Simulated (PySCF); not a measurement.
**C3H8O2 (1,3-propanediol) at 4 levels**

Aim: a comparison of 4 runs (HF/STO-3G, HF/3-21G, B3LYP/6-31G*, SCS-MP2/def2-SVP) of C3H8O2 (1,3-propanediol). The job is set up through a Python script.

Program for the calculation: PySCF 2.14.0.

1 further run of the same task is left out (set aside as unsound or not needed).

### Step 1. The structure to begin with

C3H8O2: 13 atoms, total charge 0, spin state singlet. As SMILES, `OCCCO`. The C2–C3 distance was set to 3.365 Å, away from the relaxed value. At this shape a bond of the SMILES string is far longer than usual.

Bond lengths: O1–C2 1.408 Å, C3–C4 1.531 Å, C4–O5 1.408 Å, O1–H6 0.964 Å, C2–H7 1.100 Å, C2–H8 1.092 Å, C3–H9 1.091 Å, C3–H10 1.096 Å, C4–H11 1.099 Å, C4–H12 1.092 Å, O5–H13 0.964 Å. Some angles: C3–C4–O5 112.8°, O1–C2–H7 110.4°, O1–C2–H8 105.3°, C2–O1–H6 108.8°, C3–C4–H11 109.5°, C3–C4–H12 109.8°, O5–C4–H11 110.8°, O5–C4–H12 105.5°, C4–C3–H9 109.5°, C4–C3–H10 109.3°.

### Step 2. The energy at HF/STO-3G (run 1)

input.py

```python
from pyscf import gto

mol = gto.M(
    atom='''
O   -2.721732  -0.634469   2.545560
C   -1.350532  -0.898789   2.722800
C    0.546790   0.257780   0.196330
C    0.190180  -0.422220  -1.128360
O    0.958040   0.052040  -2.209280
H   -2.849502   0.319441   2.489890
H   -0.997652  -0.470039   3.672140
H   -1.271472  -1.986259   2.783330
H    1.598340   0.079300   0.424730
H    0.400650   1.339560   0.098780
H   -0.883170  -0.296510  -1.326990
H    0.404470  -1.491240  -1.065810
H    0.801110   0.997160  -2.312800
''',
    basis='sto-3g',
    verbose=3,
    charge=0,
    max_memory=1860,
)

hf = mol.RHF()
hf.conv_tol = 1e-10
hf.kernel()
if not hf.converged:
    hf = hf.newton().run(hf.mo_coeff, hf.mo_occ)

e_tot = hf.e_tot
print('E(%s) = %.9f' % ('HF', e_tot))
```

The run is started by

```sh
OMP_NUM_THREADS=1 python input.py
```

Standard output:

```text
converged SCF energy = -264.183654429598
E(HF) = -264.183654430
```

It took 1.2 s on 1 thread of Intel Xeon at 2.70GHz, shared host; peak memory 0.12 GiB.

### Step 3. A single-point energy at HF/3-21G (run 2)

job.py

```python
from pyscf import gto, scf

mol = gto.M(
    atom=[
    ('O', (-2.721732, -0.634469, 2.545560)),
    ('C', (-1.350532, -0.898789, 2.722800)),
    ('C', (0.546790, 0.257780, 0.196330)),
    ('C', (0.190180, -0.422220, -1.128360)),
    ('O', (0.958040, 0.052040, -2.209280)),
    ('H', (-2.849502, 0.319441, 2.489890)),
    ('H', (-0.997652, -0.470039, 3.672140)),
    ('H', (-1.271472, -1.986259, 2.783330)),
    ('H', (1.598340, 0.079300, 0.424730)),
    ('H', (0.400650, 1.339560, 0.098780)),
    ('H', (-0.883170, -0.296510, -1.326990)),
    ('H', (0.404470, -1.491240, -1.065810)),
    ('H', (0.801110, 0.997160, -2.312800)),
],
    max_memory=1860,
    basis='3-21g',
    charge=0,
    spin=0,
    verbose=4,
)

myscf = scf.RHF(mol)
myscf.conv_tol = 1e-10
myscf.kernel()
if not myscf.converged:
    myscf = myscf.newton().run(myscf.mo_coeff, myscf.mo_occ)

energy = myscf.e_tot
print('E(%s) = %.9f' % ('HF', energy))
```

The run is started by

```sh
OMP_NUM_THREADS=1 python job.py
```

Standard output:

```text
PySCF version 2.14.0

[... 71 lines left out ...]
converged SCF energy = -266.216821767068
E(HF) = -266.216821767
```

Run time: 1.9 s. Hardware: 1 thread of Intel Xeon at 2.70GHz, shared host; peak memory 0.11 GiB.

Run 3 isn't shown in full; the table further down has it.

### Step 4. The energy at SCS-MP2/def2-SVP (run 4)

start.xyz

```xyz
13
C3H8O2
O     -2.721732    -0.634469     2.545560
C     -1.350532    -0.898789     2.722800
C      0.546790     0.257780     0.196330
C      0.190180    -0.422220    -1.128360
O      0.958040     0.052040    -2.209280
H     -2.849502     0.319441     2.489890
H     -0.997652    -0.470039     3.672140
H     -1.271472    -1.986259     2.783330
H      1.598340     0.079300     0.424730
H      0.400650     1.339560     0.098780
H     -0.883170    -0.296510    -1.326990
H      0.404470    -1.491240    -1.065810
H      0.801110     0.997160    -2.312800
```

input.py

```python
from pyscf import gto, scf, mp

mol = gto.Mole()
mol.atom = 'start.xyz'
mol.charge = 0
mol.basis = 'def2-svp'
mol.verbose = 4
mol.max_memory = 1860
mol.build()

myscf = scf.RHF(mol)
myscf.conv_tol = 1e-10
myscf.kernel()
if not myscf.converged:
    myscf = myscf.newton().run(myscf.mo_coeff, myscf.mo_occ)

pt = mp.MP2(myscf, frozen=5).run()
etot = myscf.e_tot + 1.2 * pt.e_corr_os + pt.e_corr_ss / 3
print('E = %.10f Eh' % etot)
```

The run is started by

```sh
OMP_NUM_THREADS=1 python input.py
```

Standard output:

```text
PySCF version 2.14.0

[... 73 lines left out ...]
converged SCF energy = -267.521899896234
[... 1 line left out ...]
******** <class 'pyscf.mp.mp2.RMP2'> ********
nocc = 16, nmo = 105
frozen orbitals 5
E(RMP2) = -268.375644764224  E_corr = -0.853744867990768
E(SCS-RMP2) = -268.373315521119  E_corr = -0.851415624885264
E_corr(same-spin) = -0.199705634658067
E_corr(oppo-spin) = -0.654039233332702
E = -268.3733155211 Eh
```

It took 3.9 s on 1 thread of Intel Xeon at 2.70GHz, shared host; peak memory 0.34 GiB.

### Step 5. Overview of the runs

```tsv
run	level	integration grid	frozen core orbitals	energy (Eh)	dipole moment (D) of the reference	HOMO energy (eV)	LUMO energy (eV)	wall time
1	HF/STO-3G	–	–	-264.183654	2.79	-3.89	1.78	1.2 s
2	HF/3-21G	–	–	-266.216822	3.41	-6.73	-0.06	1.9 s
3	B3LYP/6-31G* (spherical functions)	5	–	-269.363144	2.86	-5.10	-2.99	34 s
4	SCS-MP2/def2-SVP	–	5	-268.373316	3.08	-6.98	-0.07	3.9 s
```

### Step 6. Results

| quantity | value |
| --- | --- |
| run 4: total energy | -268.37332 Eh |
| run 4: dipole moment (Hartree–Fock density) | 3.08 D |
| run 4: HOMO energy (Hartree–Fock orbitals) | -6.98 eV |
| run 4: LUMO energy (Hartree–Fock orbitals) | -0.07 eV |
| run 4: HOMO–LUMO gap (Hartree–Fock orbitals) | 6.91 eV |
| run 4: correlation energy (5 core orbitals frozen) | -851.4 mEh |

Over runs 1, 2, 3 the dipole moment (its size) runs from 2.79 D (HF/STO-3G) to 3.41 D (HF/3-21G). Over runs 1, 2, 3 the HOMO–LUMO gap runs from 2.11 eV (B3LYP/6-31G*) to 6.68 eV (HF/3-21G). The two ends differ in method and basis. In run 1 the basis is minimal, so the values are rough. In runs 1, 2, 3, 4 a closed-shell determinant meets a far-stretched bond, which it describes badly. All runs together took 41 s, the longest 34 s.
